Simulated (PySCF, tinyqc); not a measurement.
Worked calculation (part 1 of 2): RHF in the sto-6g basis, for HF, spin multiplicity 1. The lowest restricted solution is unstable here: a spin-polarised one lies 0.0836 hartree lower (PySCF). Computed by tinyqc, a small Python program that keeps every step (integrals from PySCF). Settings: charge = 0, multiplicity = 1, basis = sto-6g, energy threshold = 1e-10, iteration cap = 76, orthogonalisation = symmetric, start = atomic densities, DIIS depth = 0, method = RHF. Command: `OMP_NUM_THREADS=1 python tinyqc.py 31937 31938 out.jsonl` (the two numbers bound the seeds that draw the settings). One thread of a shared host (Intel(R) Xeon(R) Processor @ 2.60GHz), about 0.09 s of CPU time with the checks. Later iterations appear only in the table of the cycle.

## One-electron integrals

Geometry (angstrom):
```
atom         x         y         z
F     0.000000  0.000000  0.000000
H     0.000000  0.000000  1.582000
```

Basis sto-6g: exponents (1/bohr^2) and contraction coefficients of normalised primitives:
```
element  l (shell)     exponent  coefficient
F            s (1)  1728.626574     0.009164
F            s (1)   316.941790     0.049361
F            s (1)    88.668891     0.168538
F            s (1)    30.460157     0.370563
F            s (1)    11.828570     0.416492
F            s (1)     4.871659     0.130334
F            s (2)    67.032281    -0.013253
F            s (2)    13.267438    -0.046992
F            s (2)     4.123510    -0.033785
F            s (2)     1.586463     0.250242
F            s (2)     0.689002     0.595117
F            s (2)     0.315820     0.240706
F            p (3)    67.032281     0.003760
F            p (3)    13.267438     0.037679
F            p (3)     4.123510     0.173897
F            p (3)     1.586463     0.418036
F            p (3)     0.689002     0.425860
F            p (3)     0.315820     0.101708
H            s (1)    35.523221     0.009164
H            s (1)     6.513144     0.049361
H            s (1)     1.822143     0.168538
H            s (1)     0.625955     0.370563
H            s (1)     0.243077     0.416492
H            s (1)     0.100112     0.130334
```

Overlap, kinetic and nuclear-attraction integrals over the contracted functions; the nuclear repulsion is the sum of Za Zb / Rab.

nuclear repulsion = 3.01048982 hartree

overlap S:
```
           1F 1s     1F 2s    1F 2px    1F 2py    1F 2pz     2H 1s
1F 1s   1.000000  0.232479  0.000000  0.000000  0.000000  0.010844
1F 2s   0.232479  1.000000  0.000000  0.000000  0.000000  0.142908
1F 2px  0.000000  0.000000  1.000000  0.000000  0.000000  0.000000
1F 2py  0.000000  0.000000  0.000000  1.000000  0.000000  0.000000
1F 2pz  0.000000  0.000000  0.000000  0.000000  1.000000  0.132590
2H 1s   0.010844  0.142908  0.000000  0.000000  0.132590  1.000000
```

kinetic energy T (hartree):
```
            1F 1s      1F 2s    1F 2px    1F 2py    1F 2pz      2H 1s
1F 1s   37.397730  -1.143349  0.000000  0.000000  0.000000  -0.003656
1F 2s   -1.143349   1.082297  0.000000  0.000000  0.000000  -0.016609
1F 2px   0.000000   0.000000  3.251325  0.000000  0.000000   0.000000
1F 2py   0.000000   0.000000  0.000000  3.251325  0.000000   0.000000
1F 2pz   0.000000   0.000000  0.000000  0.000000  3.251325   0.010309
2H 1s   -0.003656  -0.016609  0.000000  0.000000  0.010309   0.768522
```

nuclear attraction V (hartree):
```
             1F 1s       1F 2s      1F 2px      1F 2py      1F 2pz      2H 1s
1F 1s   -78.156951   -7.943474    0.000000    0.000000   -0.005351  -0.422825
1F 2s    -7.943474  -11.809916    0.000000    0.000000   -0.063302  -1.107837
1F 2px    0.000000    0.000000  -11.800792    0.000000    0.000000   0.000000
1F 2py    0.000000    0.000000    0.000000  -11.800792    0.000000   0.000000
1F 2pz   -0.005351   -0.063302    0.000000    0.000000  -11.826638  -0.869488
2H 1s    -0.422825   -1.107837    0.000000    0.000000   -0.869488  -4.241514
```

core Hamiltonian H = T + V (hartree):
```
             1F 1s       1F 2s     1F 2px     1F 2py     1F 2pz      2H 1s
1F 1s   -40.759221   -9.086823   0.000000   0.000000  -0.005351  -0.426481
1F 2s    -9.086823  -10.727620   0.000000   0.000000  -0.063302  -1.124446
1F 2px    0.000000    0.000000  -8.549467   0.000000   0.000000   0.000000
1F 2py    0.000000    0.000000   0.000000  -8.549467   0.000000   0.000000
1F 2pz   -0.005351   -0.063302   0.000000   0.000000  -8.575313  -0.859179
2H 1s    -0.426481   -1.124446   0.000000   0.000000  -0.859179  -3.472992
```

## Two-electron integrals

Functions are numbered as in S; the eight-fold symmetry (ij|kl) = (ji|kl) = (kl|ij) leaves the list below.

Two-electron integrals (ij|kl) in chemists' order, unique and non-zero (hartree):
```
(11|11) 5.406240   (21|11) 0.768129   (21|21) 0.138909   (22|11) 1.266271
(22|21) 0.283987   (22|22) 0.926367   (31|31) 0.029452   (32|31) 0.044681
(32|32) 0.204753   (33|11) 1.266273   (33|21) 0.283987   (33|22) 0.926366
(33|33) 0.998085   (41|41) 0.029452   (42|41) 0.044681   (42|42) 0.204753
(43|43) 0.053789   (44|11) 1.266273   (44|21) 0.283987   (44|22) 0.926366
(44|33) 0.890506   (44|44) 0.998085   (51|51) 0.029452   (52|51) 0.044681
(52|52) 0.204753   (53|53) 0.053789   (54|54) 0.053789   (55|11) 1.266273
(55|21) 0.283987   (55|22) 0.926366   (55|33) 0.890506   (55|44) 0.890506
(55|55) 0.998085   (61|11) 0.038009   (61|21) 0.006599   (61|22) 0.013229
(61|33) 0.013209   (61|44) 0.013209   (61|51) 0.000286   (61|52) 0.000565
(61|55) 0.013271   (61|61) 0.000319   (62|11) 0.114248   (62|21) 0.026094
(62|22) 0.097297   (62|33) 0.095907   (62|44) 0.095907   (62|51) 0.001888
(62|52) 0.015209   (62|55) 0.100075   (62|61) 0.001244   (62|62) 0.013772
(63|31) 0.002648   (63|32) 0.015981   (63|53) 0.003072   (63|63) 0.001843
(64|41) 0.002648   (64|42) 0.015981   (64|54) 0.003072   (64|64) 0.001843
(65|11) 0.086482   (65|21) 0.019999   (65|22) 0.079523   (65|33) 0.076493
(65|44) 0.076493   (65|51) 0.003814   (65|52) 0.026896   (65|55) 0.085584
(65|61) 0.000986   (65|62) 0.013796   (65|65) 0.015453   (66|11) 0.333519
(66|21) 0.077513   (66|22) 0.332092   (66|33) 0.324544   (66|44) 0.324544
(66|51) 0.005221   (66|52) 0.060374   (66|55) 0.347185   (66|61) 0.003695
(66|62) 0.067187   (66|65) 0.077316   (66|66) 0.774999
```

## Orthogonalisation

S = U s U^T; symmetric (Loewdin) form X = U s^(-1/2) U^T, so that X^T S X = 1.

eigenvalues of S: 0.722007  0.885765  1.000000  1.000000  1.103696  1.288533

X:
```
            1F 1s      1F 2s    1F 2px    1F 2py     1F 2pz      2H 1s
1F 1s    1.021241  -0.121347  0.000000  0.000000  -0.000905   0.007597
1F 2s   -0.121347   1.029400  0.000000  0.000000   0.007501  -0.074809
1F 2px   0.000000   0.000000  1.000000  0.000000   0.000000   0.000000
1F 2py   0.000000   0.000000  0.000000  1.000000   0.000000   0.000000
1F 2pz  -0.000905   0.007501  0.000000  0.000000   1.006783  -0.067935
2H 1s    0.007597  -0.074809  0.000000  0.000000  -0.067935   1.014794
```

## Starting guess

The start is atomic minimal-basis densities projected into this basis (PySCF's MINAO start) and scaled to the electron count of each spin; this density is not idempotent, so its energy is not variational and may lie below the converged one.

D at the start:
```
            1F 1s      1F 2s    1F 2px    1F 2py     1F 2pz      2H 1s
1F 1s    2.152391  -0.498629  0.000000  0.000000   0.004584  -0.010368
1F 2s   -0.498629   2.143496  0.000000  0.000000  -0.025668   0.049558
1F 2px   0.000000   0.000000  1.636807  0.000000   0.000000   0.000000
1F 2py   0.000000   0.000000  0.000000  1.636807   0.000000   0.000000
1F 2pz   0.004584  -0.025668  0.000000  0.000000   1.595678   0.160424
2H 1s   -0.010368   0.049558  0.000000  0.000000   0.160424   1.010181
```

## Iteration 1: building the Fock matrix

J_ij = sum D_kl (ij|kl), K_ij = sum D_kl (ik|jl); F = H + J - 0.5 K; E = tr D H + tr D J / 2 - 0.25 tr D K + E_nn.

Coulomb J (hartree):
```
            1F 1s     1F 2s    1F 2px    1F 2py    1F 2pz     2H 1s
1F 1s   20.125617  3.593495  0.000000  0.000000  0.004656  0.172141
1F 2s    3.593495  9.309071  0.000000  0.000000  0.061012  0.974964
1F 2px   0.000000  0.000000  9.301812  0.000000  0.000000  0.000000
1F 2py   0.000000  0.000000  0.000000  9.301812  0.000000  0.000000
1F 2pz   0.004656  0.061012  0.000000  0.000000  9.323587  0.806693
2H 1s    0.172141  0.974964  0.000000  0.000000  0.806693  3.780056
```

exchange K (hartree):
```
            1F 1s     1F 2s    1F 2px    1F 2py    1F 2pz     2H 1s
1F 1s   11.311765  1.781288  0.000000  0.000000  0.001359  0.097245
1F 2s    1.781288  3.026338  0.000000  0.000000  0.011247  0.392140
1F 2px   0.000000  0.000000  2.269642  0.000000  0.000000  0.000000
1F 2py   0.000000  0.000000  0.000000  2.269642  0.000000  0.000000
1F 2pz   0.001359  0.011247  0.000000  0.000000  2.272084  0.315323
2H 1s    0.097245  0.392140  0.000000  0.000000  0.315323  0.873233
```

Fock matrix F (hartree):
```
             1F 1s      1F 2s     1F 2px     1F 2py     1F 2pz      2H 1s
1F 1s   -26.289486  -6.383972   0.000000   0.000000  -0.001375  -0.302962
1F 2s    -6.383972  -2.931718   0.000000   0.000000  -0.007913  -0.345552
1F 2px    0.000000   0.000000  -0.382476   0.000000   0.000000   0.000000
1F 2py    0.000000   0.000000   0.000000  -0.382476   0.000000   0.000000
1F 2pz   -0.001375  -0.007913   0.000000   0.000000  -0.387768  -0.210148
2H 1s    -0.302962  -0.345552   0.000000   0.000000  -0.210148  -0.129553
```

total energy of this density = -99.89783641 hartree

This density is the starting one; it is not idempotent, so its energy is not variational and may lie below the converged one.

## Iteration 1: diagonalisation and new density

Diagonalise F' = X^T F X, C = X C', fill 5 alpha and 5 beta electrons from the bottom; D = 2 C_occ C_occ^T. Each column has its largest component positive (the first on a tie).

F' = X^T F X (hartree):
```
            1          2          3          4          5          6
1  -25.883155  -3.163499   0.000000   0.000000  -0.006124  -0.008891
2   -3.163499  -1.851763   0.000000   0.000000   0.012390  -0.175389
3    0.000000   0.000000  -0.382476   0.000000   0.000000   0.000000
4    0.000000   0.000000   0.000000  -0.382476   0.000000   0.000000
5   -0.006124   0.012390   0.000000   0.000000  -0.364800  -0.182552
6   -0.008891  -0.175389   0.000000   0.000000  -0.182552  -0.069182
```

orbital energies (hartree): MO1 -26.292660, MO2 -1.463790, MO3 -0.448138, MO4 -0.382476, MO5 -0.382476, MO6 0.035689

coefficients C:
```
              MO1        MO2        MO3       MO4        MO5        MO6
1F 1s    0.997222  -0.248703   0.016600  0.000000   0.000000   0.033707
1F 2s    0.011716   1.019190  -0.085583  0.000000   0.000000  -0.183935
1F 2px   0.000000   0.000000   0.000000  0.001882   0.999998   0.000000
1F 2py   0.000000   0.000000   0.000000  0.999998  -0.001882   0.000000
1F 2pz   0.000166   0.007935   0.887473  0.000000   0.000000  -0.480222
2H 1s   -0.000868   0.050747   0.359791  0.000000   0.000000   0.952917
```

D after iteration 1:
```
            1F 1s      1F 2s    1F 2px    1F 2py     1F 2pz      2H 1s
1F 1s    2.113161  -0.486427  0.000000  0.000000   0.025849  -0.015028
1F 2s   -0.486427   2.092420  0.000000  0.000000  -0.135727   0.041837
1F 2px   0.000000   0.000000  2.000000  0.000000   0.000000   0.000000
1F 2py   0.000000   0.000000  0.000000  2.000000   0.000000   0.000000
1F 2pz   0.025849  -0.135727  0.000000  0.000000   1.575344   0.639415
2H 1s   -0.015028   0.041837  0.000000  0.000000   0.639415   0.264051
```

Within a degenerate level the vectors are fixed only up to a rotation; this is one choice.

## Iteration 2: building the Fock matrix

As before.

Coulomb J (hartree):
```
            1F 1s      1F 2s    1F 2px    1F 2py     1F 2pz     2H 1s
1F 1s   20.593533   3.713615  0.000000  0.000000  -0.004201  0.177513
1F 2s    3.713615   9.699845  0.000000  0.000000  -0.001678  0.993375
1F 2px   0.000000   0.000000  9.709088  0.000000   0.000000  0.000000
1F 2py   0.000000   0.000000  0.000000  9.709088   0.000000  0.000000
1F 2pz  -0.004201  -0.001678  0.000000  0.000000   9.681355  0.804685
2H 1s    0.177513   0.993375  0.000000  0.000000   0.804685  3.462264
```

exchange K (hartree):
```
            1F 1s      1F 2s    1F 2px    1F 2py     1F 2pz     2H 1s
1F 1s   11.131700   1.784723  0.000000  0.000000  -0.000375  0.095230
1F 2s    1.784723   3.127619  0.000000  0.000000  -0.056563  0.370823
1F 2px   0.000000   0.000000  2.641355  0.000000   0.000000  0.000000
1F 2py   0.000000   0.000000  0.000000  2.641355   0.000000  0.000000
1F 2pz  -0.000375  -0.056563  0.000000  0.000000   2.350345  0.416856
2H 1s    0.095230   0.370823  0.000000  0.000000   0.416856  0.365322
```

Fock matrix F (hartree):
```
             1F 1s      1F 2s     1F 2px     1F 2py     1F 2pz      2H 1s
1F 1s   -25.731539  -6.265570   0.000000   0.000000  -0.009364  -0.296582
1F 2s    -6.265570  -2.591584   0.000000   0.000000  -0.036699  -0.316483
1F 2px    0.000000   0.000000  -0.161056   0.000000   0.000000   0.000000
1F 2py    0.000000   0.000000   0.000000  -0.161056   0.000000   0.000000
1F 2pz   -0.009364  -0.036699   0.000000   0.000000  -0.069131  -0.262922
2H 1s    -0.296582  -0.316483   0.000000   0.000000  -0.262922  -0.193389
```

total energy of this density = -99.17701327 hartree

## Iteration 2: diagonalisation and new density

As before.

F' = X^T F X (hartree):
```
            1          2          3          4          5          6
1  -25.325539  -3.148898   0.000000   0.000000  -0.011592  -0.007696
2   -3.148898  -1.517771   0.000000   0.000000  -0.009912  -0.164380
3    0.000000   0.000000  -0.161056   0.000000   0.000000   0.000000
4    0.000000   0.000000   0.000000  -0.161056   0.000000   0.000000
5   -0.011592  -0.009912   0.000000   0.000000  -0.035332  -0.251806
6   -0.007696  -0.164380   0.000000   0.000000  -0.251806  -0.128972
```

orbital energies (hartree): MO1 -25.735021, MO2 -1.136670, MO3 -0.317402, MO4 -0.161056, MO5 -0.161056, MO6 0.181480

coefficients C:
```
              MO1        MO2        MO3       MO4        MO5        MO6
1F 1s    0.997075  -0.247054   0.043742  0.000000   0.000000  -0.024696
1F 2s    0.012326   1.007912  -0.214417  0.000000   0.000000   0.134275
1F 2px   0.000000   0.000000   0.000000  0.998829  -0.048390   0.000000
1F 2py   0.000000   0.000000   0.000000  0.048390   0.998829   0.000000
1F 2pz   0.000504   0.042489   0.607970  0.000000   0.000000   0.804271
2H 1s   -0.001000   0.095203   0.717274  0.000000   0.000000  -0.718700
```

D after iteration 2:
```
            1F 1s      1F 2s    1F 2px    1F 2py     1F 2pz      2H 1s
1F 1s    2.114213  -0.492195  0.000000  0.000000   0.033199   0.013715
1F 2s   -0.492195   2.124025  0.000000  0.000000  -0.175055  -0.115705
1F 2px   0.000000   0.000000  2.000000  0.000000   0.000000   0.000000
1F 2py   0.000000   0.000000  0.000000  2.000000   0.000000   0.000000
1F 2pz   0.033199  -0.175055  0.000000  0.000000   0.742866   0.880251
2H 1s    0.013715  -0.115705  0.000000  0.000000   0.880251   1.047094
```

Within a degenerate level the vectors are fixed only up to a rotation; this is one choice.

## Iteration 3: building the Fock matrix

As before.

Coulomb J (hartree):
```
            1F 1s     1F 2s    1F 2px    1F 2py     1F 2pz     2H 1s
1F 1s   19.845240  3.547870  0.000000  0.000000  -0.001935  0.169802
1F 2s    3.547870  9.224450  0.000000  0.000000   0.038344  0.966778
1F 2px   0.000000  0.000000  9.256613  0.000000   0.000000  0.000000
1F 2py   0.000000  0.000000  0.000000  9.256613   0.000000  0.000000
1F 2pz  -0.001935  0.038344  0.000000  0.000000   9.160120  0.797447
2H 1s    0.169802  0.966778  0.000000  0.000000   0.797447  3.801662
```

exchange K (hartree):
```
            1F 1s      1F 2s    1F 2px    1F 2py     1F 2pz     2H 1s
1F 1s   11.108895   1.748048  0.000000  0.000000   0.000364  0.093576
1F 2s    1.748048   2.972266  0.000000  0.000000  -0.071545  0.365963
1F 2px   0.000000   0.000000  2.600603  0.000000   0.000000  0.000000
1F 2py   0.000000   0.000000  0.000000  2.600603   0.000000  0.000000
1F 2pz   0.000364  -0.071545  0.000000  0.000000   1.570516  0.477579
2H 1s    0.093576   0.365963  0.000000  0.000000   0.477579  0.974950
```

Fock matrix F (hartree):
```
             1F 1s      1F 2s     1F 2px     1F 2py     1F 2pz      2H 1s
1F 1s   -26.468429  -6.412978   0.000000   0.000000  -0.007468  -0.303466
1F 2s    -6.412978  -2.989303   0.000000   0.000000   0.010815  -0.340650
1F 2px    0.000000   0.000000  -0.593156   0.000000   0.000000   0.000000
1F 2py    0.000000   0.000000   0.000000  -0.593156   0.000000   0.000000
1F 2pz   -0.007468   0.010815   0.000000   0.000000  -0.200451  -0.300522
2H 1s    -0.303466  -0.340650   0.000000   0.000000  -0.300522  -0.158806
```

total energy of this density = -99.29375467 hartree

## Iteration 3: diagonalisation and new density

As before.

F' = X^T F X (hartree):
```
            1          2          3          4          5          6
1  -26.063441  -3.165007   0.000000   0.000000  -0.015460  -0.009194
2   -3.165007  -1.908688   0.000000   0.000000   0.039903  -0.166462
3    0.000000   0.000000  -0.593156   0.000000   0.000000   0.000000
4    0.000000   0.000000   0.000000  -0.593156   0.000000   0.000000
5   -0.015460   0.039903   0.000000   0.000000  -0.162419  -0.287472
6   -0.009194  -0.166462   0.000000   0.000000  -0.287472  -0.086836
```

orbital energies (hartree): MO1 -26.471306, MO2 -1.519672, MO3 -0.593156, MO4 -0.593156, MO5 -0.409322, MO6 0.178916

coefficients C:
```
              MO1        MO2       MO3        MO4        MO5        MO6
1F 1s    0.997365  -0.248545  0.000000   0.000000   0.020162   0.028258
1F 2s    0.011128   1.021427  0.000000   0.000000  -0.112759  -0.154566
1F 2px   0.000000   0.000000  0.156104   0.987741   0.000000   0.000000
1F 2py   0.000000   0.000000  0.987741  -0.156104   0.000000   0.000000
1F 2pz   0.000386  -0.006795  0.000000   0.000000   0.722541  -0.704395
2H 1s   -0.000881   0.039768  0.000000   0.000000   0.607302   0.818339
```

D after iteration 3:
```
            1F 1s      1F 2s    1F 2px    1F 2py     1F 2pz      2H 1s
1F 1s    2.113836  -0.490091  0.000000  0.000000   0.033284   0.002964
1F 2s   -0.490091   2.112303  0.000000  0.000000  -0.176819  -0.055737
1F 2px   0.000000   0.000000  2.000000  0.000000   0.000000   0.000000
1F 2py   0.000000   0.000000  0.000000  2.000000   0.000000   0.000000
1F 2pz   0.033284  -0.176819  0.000000  0.000000   1.044224   0.877060
2H 1s    0.002964  -0.055737  0.000000  0.000000   0.877060   0.740796
```

Within a degenerate level the vectors are fixed only up to a rotation; this is one choice.

## Iteration 4: building the Fock matrix

As before.

Coulomb J (hartree):
```
            1F 1s     1F 2s    1F 2px    1F 2py     1F 2pz     2H 1s
1F 1s   20.123368  3.609535  0.000000  0.000000  -0.003491  0.172662
1F 2s    3.609535  9.402635  0.000000  0.000000   0.020777  0.976767
1F 2px   0.000000  0.000000  9.426156  0.000000   0.000000  0.000000
1F 2py   0.000000  0.000000  0.000000  9.426156   0.000000  0.000000
1F 2pz  -0.003491  0.020777  0.000000  0.000000   9.355589  0.800117
2H 1s    0.172662  0.976767  0.000000  0.000000   0.800117  3.672489
```

exchange K (hartree):
```
            1F 1s      1F 2s    1F 2px    1F 2py     1F 2pz     2H 1s
1F 1s   11.117209   1.761520  0.000000  0.000000  -0.000162  0.094610
1F 2s    1.761520   3.031047  0.000000  0.000000  -0.072698  0.371920
1F 2px   0.000000   0.000000  2.615865  0.000000   0.000000  0.000000
1F 2py   0.000000   0.000000  0.000000  2.615865   0.000000  0.000000
1F 2pz  -0.000162  -0.072698  0.000000  0.000000   1.866939  0.482517
2H 1s    0.094610   0.371920  0.000000  0.000000   0.482517  0.749507
```

Fock matrix F (hartree):
```
             1F 1s      1F 2s     1F 2px     1F 2py     1F 2pz      2H 1s
1F 1s   -26.194457  -6.358048   0.000000   0.000000  -0.008761  -0.301124
1F 2s    -6.358048  -2.840508   0.000000   0.000000  -0.006176  -0.333639
1F 2px    0.000000   0.000000  -0.431244   0.000000   0.000000   0.000000
1F 2py    0.000000   0.000000   0.000000  -0.431244   0.000000   0.000000
1F 2pz   -0.008761  -0.006176   0.000000   0.000000  -0.153194  -0.300321
2H 1s    -0.301124  -0.333639   0.000000   0.000000  -0.300321  -0.175257
```

total energy of this density = -99.31066872 hartree
